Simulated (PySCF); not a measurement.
An unknown is described by computed data only.

Formula: C4H6Cl2.

| Item | Value |
| --- | --- |
| Polarisability | 81.1 au [CAM-B3LYP/def2-SVPD] |
| XPS | Cl2p3/2 206.0 (×2), C1s 290.9, C1s 291.0, C1s 291.3, C1s 293.8, Cl1s 2828.5 (×2) eV [ΔSCF SCAN, pcX-2 on the ionised atom, pcseg-1 elsewhere, spin-free X2C, 2p3/2 from a spin–orbit splitting computed afterwards within the 2p shell] |
| Rotational structure | rotational constants A, B, C: 3.061, 1.293, 0.956 GHz [PBE0-D3(BJ)/def2-SVP] |
| NMR, other nuclei | isotropic shieldings of nuclei other than C and H, by class: 714 (2 Cl) ppm [GIAO HF/pcSseg-2] |
| 13C NMR | chemical shifts (computed TMS as zero) by class: 141.3 (1 C), 139.8 (1 C), 73.9 (1 C), 18.2 (1 C) ppm [GIAO HF/pcSseg-2] |
| 1H NMR | chemical shifts (computed TMS as zero) by class: 5.98 (1 H), 5.90 (1 H), 5.62 (1 H), 1.77 (3 H) ppm [GIAO HF/pcSseg-2] |
| Dipole | 2.88 D [CAM-B3LYP/def2-SVPD] |
| UV, first state | lowest singlet excitation: 6.65 eV (186 nm, f = 0.006) [TDDFT CAM-B3LYP/def2-SVPD] |
| UV, strongest line | among the 10 lowest singlet transitions: S2 at 6.77 eV (183 nm, f = 0.458) [TDDFT CAM-B3LYP/def2-SVPD] |

Gas-phase values; electronic properties from PySCF, density fitting. Levels stand in brackets. One conformer (not necessarily the lowest) at the PBE0-D3(BJ)/def2-SVP geometry, without solvent, vibrations or thermal averaging. Each NMR value is the plain mean over a class of atoms that symmetry, rotation or inversion makes alike.

Problem. What is the compound? Reason from the data.

Solution. Numbering: `[CH3:1]/[CH:2]=[CH:3]/[CH:4]([Cl:5])[Cl:6]`. Its formula, C4H6Cl2, gives 1 degree of unsaturation: 0 rings and 1 π bond in the structure found. 4 carbons fall into 4 classes; from least to most shielded: alkene CH carbon [C3] (141.3 ppm), alkene CH carbon [C2] (139.8 ppm), CHCl2 carbon [C4] (73.9 ppm), allylic carbon [C1] (18.2 ppm). Hydrogen classes from least to most shielded: 1 H on an alkene CH carbon, C3 (5.98 ppm), 1 H on an alkene CH carbon, C2 (5.90 ppm), 1 H on a CHCl2 carbon, C4 (5.62 ppm), 3 H on an allylic carbon, C1 (1.77 ppm). The other shieldings belong to: 714 ppm, alkyl chlorine [Cl5/Cl6]. The core levels belong to: Cl2p3/2 206.0 eV, alkyl chlorine [Cl5/Cl6]; C1s 290.9 eV, alkene CH carbon [C3]; C1s 291.0 eV, alkene CH carbon [C2]; C1s 291.3 eV, allylic carbon [C1]; C1s 293.8 eV, CHCl2 carbon [C4]; Cl1s 2828.5 eV, alkyl chlorine [Cl5/Cl6]. By its constants the optimised geometry is an asymmetric top. Structure: `C/C=C/C(Cl)Cl`. The assignments are read from this structure; whether some other isomer fits the data as well wasn't checked. NMR values of atoms bound to several Cl lack the spin–orbit term that these neighbours bring.

Conformer computed: `[CH3:1]/[CH:2]=[CH:3]/[CH:4]([Cl:5])[Cl:6]`: C2–C3–C4–Cl5 -120°.
